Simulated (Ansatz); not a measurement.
# C₂H₄N₂O: basis-set convergence

How large a basis does C₂H₄N₂O need? Two functionals are run in growing sets.

Method: one geometry, several basis sets; program: Ansatz 0.2.0, Gaussian basis.

Levels to be run: PBE0-D4/def2-SVP; ωB97M-V/def2-SVP; PBE0-D4/def2-QZVPP; ωB97M-V/def2-QZVPP; the functionals' def2-TZVPP values are taken from earlier runs.

### Step 1. The geometry

An earlier PBE0-D4 in a triple-zeta def2 set relaxation fixed the geometry.

9 atoms, charge 0, spin multiplicity 1.

Atoms are counted from 1 here; the program's logs count them from 0.

Bond lengths: N1–C2 1.251 Å, N1–H6 1.020 Å, C2–O3 1.320 Å, C2–C4 1.433 Å, O3–C4 1.613 Å, C4–N5 1.359 Å, C4–H7 1.083 Å, N5–H8 1.007 Å, N5–H9 1.007 Å. Angles: C2–N1–H6 110.7°, N1–C2–O3 142.0°, N1–C2–C4 146.3°, O3–C2–C4 71.6°, C2–O3–C4 57.5°, C2–C4–O3 50.9°, C2–C4–N5 123.3°, C2–C4–H7 119.2°, O3–C4–N5 120.1°, O3–C4–H7 107.3°, N5–C4–H7 116.2°, C4–N5–H8 117.2°, C4–N5–H9 116.8°, H8–N5–H9 114.3°.

### Step 2. PBE0-D4 in def2-SVP

in.yaml

```yaml
crystal:
  periodic: [false, false, false]
  atoms:
    - {symbol: N, position_ang: [0.790964, 1.902987, 0.023581]}
    - {symbol: C, position_ang: [0.427187, 0.769121, -0.360140]}
    - {symbol: O, position_ang: [-0.166680, 0.151828, -1.364667]}
    - {symbol: C, position_ang: [0.299660, -0.618986, -0.026376]}
    - {symbol: N, position_ang: [-0.627667, -1.095284, 0.844878]}
    - {symbol: H, position_ang: [0.578604, 2.607366, -0.682381]}
    - {symbol: H, position_ang: [1.088410, -1.305712, -0.308421]}
    - {symbol: H, position_ang: [-0.990367, -2.018692, 0.672011]}
    - {symbol: H, position_ang: [-1.311614, -0.438828, 1.184413]}
basis:
  gaussian: {orbitals: def2-SVP}
hamiltonian: {xc: pbe0, dispersion: d4}
output: {orbitals: {seedname: orbitals}}
```

Command:

```sh
> ansatz run in.yaml --threads 2 --pin off --events-out ev --progress --plain --max-ram 4352MiB
```

The runs that follow: ωB97M-V in def2-SVP; PBE0-D4 in def2-QZVPP; ωB97M-V in def2-QZVPP.

Before running them: what should the planned runs give, taken together? Wanted: PBE0-D4: double and triple zeta above quadruple; ωB97M-V: double and triple zeta above quadruple.

The runs gave:

| quantity | value |
| --- | --- |
| PBE0-D4: double and triple zeta above quadruple | 8.70, 0.39 eV |
| ωB97M-V: double and triple zeta above quadruple | 8.96, 0.37 eV |

In words: PBE0-D4 gains 8.30 eV from double to triple zeta, then 0.39 eV more. These are total energies; as a rule much of such shifts cancels in differences, which this series doesn't test. The LUMO of ωB97M-V is positive and keeps falling with the basis (2.83 to 1.42 eV): an unbound level that the basis holds in place.
